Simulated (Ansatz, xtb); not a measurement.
Ligand exchange: HF + MgH(SH) → H2S + MgHF

Species: HF, singlet; MgH(SH), singlet; H2S (hydrogen sulfide) `S`, singlet; MgHF `[F][MgH]`, singlet. The partners trade F for SH: H–F and Mg–SH bonds give way to H–SH and Mg–F.

Shapes, held fixed at every level: PBE0-D4/def2-TZVP. Programs: Ansatz 0.2.0, xtb 6.7.1. The zero-point and thermal change to 298 K, harmonic and unscaled (PBE0-D4/def2-TZVP), is -3.3 kJ/mol.

Question: Estimate ΔH(298 K) of this reaction.

Answer: The highest level, CCSD(T)/def2-TZVPP, gives ΔH(298 K) = -49.5 kJ/mol; the levels span -54.3 to -45.1. The column of differences is taken from that level and isn't an error. No measured value is set beside it here. Correlated rows may include outer-core shells of Mg, which these sets cover unevenly.

```json
{"level": "GFN1-xTB", "kind": "semi-empirical", "ΔH(298 K) (kJ/mol)": "-50.2", "less CCSD(T)/def2-TZVPP": "-0.7"}
{"level": "r2SCAN-D4/def2-TZVPP", "kind": "meta-GGA", "ΔH(298 K) (kJ/mol)": "-52.8", "less CCSD(T)/def2-TZVPP": "-3.3"}
{"level": "BHLYP-D4/def2-TZVPP", "kind": "global hybrid", "ΔH(298 K) (kJ/mol)": "-54.1", "less CCSD(T)/def2-TZVPP": "-4.6"}
{"level": "PBE0-D4/def2-TZVPP", "kind": "global hybrid", "ΔH(298 K) (kJ/mol)": "-45.1", "less CCSD(T)/def2-TZVPP": "+4.4"}
{"level": "r2SCAN0-D4/def2-TZVPP", "kind": "global hybrid", "ΔH(298 K) (kJ/mol)": "-47.9", "less CCSD(T)/def2-TZVPP": "+1.6"}
{"level": "wB97M-V/def2-TZVPP", "kind": "range-separated hybrid", "ΔH(298 K) (kJ/mol)": "-54.3", "less CCSD(T)/def2-TZVPP": "-4.8"}
{"level": "CCSD/def2-TZVPP", "kind": "coupled cluster or CI", "ΔH(298 K) (kJ/mol)": "-51.0", "less CCSD(T)/def2-TZVPP": "-1.5"}
{"level": "CCSD(T)/def2-TZVPP", "kind": "coupled cluster or CI", "ΔH(298 K) (kJ/mol)": "-49.5", "less CCSD(T)/def2-TZVPP": "0.0"}
```
